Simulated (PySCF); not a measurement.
## BS: computed EPR parameters against published values

Measured values to reproduce: a(11B B1) 795.6 MHz [1]; a(11B B1) 796 MHz [2]; Δg⊥ -8.10 ppt [1]. Sources and the comparison follow the method.

Species: BS (doublet state).
Bonds: B1–S2 (double).

The species is `[B]=S` [radical].

The calculation used PySCF, UKS B3LYP, IGLO-III on B S, non-relativistic, mean-field spin-orbit, GIAO. Isolated species at its PBE0-D3(BJ)/def2-SVP geometry, gas phase.

| nucleus | computed a_iso (MHz) | published | in MHz | difference of magnitudes (MHz) | source |
| --- | --- | --- | --- | --- | --- |
| 11B B1 | 827.0 | 795.6 MHz | 795.6 | +31.4 | [1] Fermi-contact b_F |
| 11B B1 | 827.0 | 796 MHz | 796.0 | +31.0 | [2] |
| 11B B1 | 827.0 | 787 MHz | 787.0 | +40.0 | [3] equilibrium geometry |

| g shift | computed (ppt) | published (ppt) | difference | source |
| --- | --- | --- | --- | --- |
| Δg⊥ | -9.10 | -8.10 | -1.00 | [1] |

Sources: [1] measured, Ne matrix; Aldegunde, Hutson, Hyperfine structure of 2Sigma molecules containing alkaline-earth atoms, arXiv:1711.09467. [2] measured; Tran, Improving perturbation theory for open-shell molecules via self-consistency, arXiv:2107.11260 (experimental column from Kossmann, Neese). [3] computed, CCSD(T), gas; Tran, Improving perturbation theory for open-shell molecules via self-consistency, arXiv:2107.11260 (experimental column from Kossmann, Neese).

The measured numbers hold vibrational averaging and, outside the gas phase, effects of the matrix or solvent; the computed ones belong to one rigid, isolated geometry and carry the errors of functional and basis. An EPR spectrum gives magnitudes, so published signs often rest on theory.

The largest Mulliken spin population is on B1 (+1.02).

⟨S²⟩ = 0.7605 against the exact 0.7500, so spin contamination is small.
